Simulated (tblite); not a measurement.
Species: C₄H₇N₂ (doublet state).
Bonds: C1–C2 (double), C2–C3, C3–N4 (double), C3–C5, C5–N6. Hydrogens: H7, H8 on C1; H9 on C2; H10, H11 on C5; H12, H13 on N6.
Bond orders are those of one Lewis drawing.

Computed with GFN2-xTB (tblite), gas phase: L-BFGS steps from a force-field or distance-geometry start until the largest atomic force falls under 0.01 eV/Å.

Step 42: E = -485.0532 eV
```
atom  x, y, z in Å  |  force x, y, z in eV/Å
C1     -2.3910   -0.2397    0.5638    0.006  -0.016   0.028
C2     -1.1315   -0.3235    0.1630    0.006  -0.026   0.045
C3     -0.1314    0.7367    0.4147   -0.061   0.013   0.018
N4     -0.2698    1.7181    1.1346    0.007  -0.002  -0.030
C5      1.2025    0.4486   -0.3277    0.012  -0.028  -0.026
N6      1.8152   -0.6885    0.3057    0.094  -0.041  -0.005
H7     -2.7588    0.6232    1.0948    0.023  -0.017  -0.032
H8     -3.0913   -1.0389    0.3798    0.006   0.033  -0.015
H9     -0.7568   -1.1922   -0.3608    0.010   0.027   0.019
H10     1.8032    1.3666   -0.3132    0.005   0.002   0.036
H11     0.9552    0.1951   -1.3599   -0.016   0.023  -0.062
H12     2.2849   -0.4288    1.1643   -0.039  -0.002   0.013
H13     2.4652   -1.1763   -0.2986   -0.055   0.035   0.010
```

Step 43: E = -485.0540 eV
```
atom  x, y, z in Å  |  force x, y, z in eV/Å
C1     -2.3915   -0.2411    0.5623    0.027  -0.025   0.028
C2     -1.1304   -0.3267    0.1658   -0.002  -0.009   0.047
C3     -0.1361    0.7396    0.4133   -0.025   0.018   0.049
N4     -0.2793    1.7285    1.1225    0.003  -0.036  -0.053
C5      1.2038    0.4502   -0.3216    0.003  -0.011  -0.035
N6      1.8165   -0.6908    0.3045    0.039  -0.011   0.002
H7     -2.7581    0.6268    1.0865    0.012  -0.030  -0.038
H8     -3.0904   -1.0428    0.3838    0.005   0.043  -0.013
H9     -0.7505   -1.1975   -0.3513    0.001   0.032   0.025
H10     1.8044    1.3683   -0.2978    0.005  -0.006   0.029
H11     0.9567    0.2065   -1.3563   -0.004   0.017  -0.060
H12     2.2990   -0.4340    1.1562   -0.031  -0.005   0.028
H13     2.4515   -1.1867   -0.3073   -0.033   0.022  -0.009
```

Step 44: E = -485.0545 eV
```
atom  x, y, z in Å  |  force x, y, z in eV/Å
C1     -2.3917   -0.2426    0.5619    0.034  -0.025   0.023
C2     -1.1295   -0.3290    0.1690   -0.001   0.003   0.039
C3     -0.1400    0.7417    0.4123    0.021   0.008   0.052
N4     -0.2863    1.7363    1.1126   -0.004  -0.036  -0.052
C5      1.2050    0.4514   -0.3175   -0.006   0.004  -0.032
N6      1.8181   -0.6921    0.3038   -0.012   0.014  -0.003
H7     -2.7584    0.6290    1.0793    0.001  -0.025  -0.029
H8     -3.0895   -1.0454    0.3866   -0.004   0.035  -0.013
H9     -0.7458   -1.2006   -0.3432    0.000   0.020   0.025
H10     1.8052    1.3696   -0.2854    0.000  -0.015   0.020
H11     0.9588    0.2157   -1.3547    0.008   0.014  -0.043
H12     2.3099   -0.4382    1.1506   -0.025  -0.007   0.026
H13     2.4397   -1.1952   -0.3147   -0.014   0.012  -0.013
```

Step 45: E = -485.0550 eV
```
atom  x, y, z in Å  |  force x, y, z in eV/Å
C1     -2.3912   -0.2443    0.5620    0.027  -0.018   0.017
C2     -1.1284   -0.3307    0.1726    0.009   0.005   0.027
C3     -0.1425    0.7432    0.4121    0.054  -0.010   0.035
N4     -0.2915    1.7422    1.1047   -0.008  -0.014  -0.033
C5      1.2058    0.4524   -0.3150   -0.010   0.014  -0.021
N6      1.8190   -0.6928    0.3032   -0.044   0.028  -0.007
H7     -2.7590    0.6298    1.0729   -0.009  -0.010  -0.012
H8     -3.0885   -1.0471    0.3882   -0.014   0.017  -0.014
H9     -0.7420   -1.2023   -0.3363    0.005  -0.001   0.021
H10     1.8061    1.3702   -0.2756   -0.003  -0.016   0.008
H11     0.9605    0.2231   -1.3544    0.017   0.011  -0.022
H12     2.3177   -0.4412    1.1468   -0.024  -0.013   0.009
H13     2.4295   -1.2021   -0.3206   -0.001   0.007  -0.007
```

Question: Estimate the geometry and energy of step 46. (The exact step hangs on the optimiser's Hessian estimate; all steps are aligned on step 45, rigid shifts and turns removed.)

Answer: E = -485.0554 eV, largest force 0.065 eV/Å
```
atom  x, y, z in Å  |  force x, y, z in eV/Å
C1     -2.3902   -0.2461    0.5625    0.014  -0.006   0.011
C2     -1.1269   -0.3318    0.1760    0.020  -0.001   0.016
C3     -0.1433    0.7441    0.4127    0.060  -0.023   0.010
N4     -0.2951    1.7465    1.0989   -0.009   0.012  -0.010
C5      1.2060    0.4532   -0.3139   -0.008   0.017  -0.007
N6      1.8188   -0.6930    0.3025   -0.057   0.025  -0.013
H7     -2.7591    0.6299    1.0681   -0.018   0.005   0.005
H8     -3.0879   -1.0478    0.3884   -0.016   0.000  -0.014
H9     -0.7385   -1.2032   -0.3307    0.011  -0.020   0.016
H10     1.8069    1.3699   -0.2687   -0.001  -0.006  -0.003
H11     0.9612    0.2289   -1.3549    0.023   0.008  -0.005
H12     2.3220   -0.4429    1.1441   -0.025  -0.017  -0.005
H13     2.4217   -1.2071   -0.3245    0.006   0.006   0.000
```

The energy changes by -0.0004 eV. The first-order estimate −F·Δx gives -0.0005 eV and the mean of the old and new forces, exact on a quadratic surface, -0.0004 eV. The step makes an angle of 78° with the force vector and moves no atom by more than 0.010 Å.

The cost below is that of the whole relaxation. On Arm Neoverse V1, one thread, shared host, this took 0.34 s.
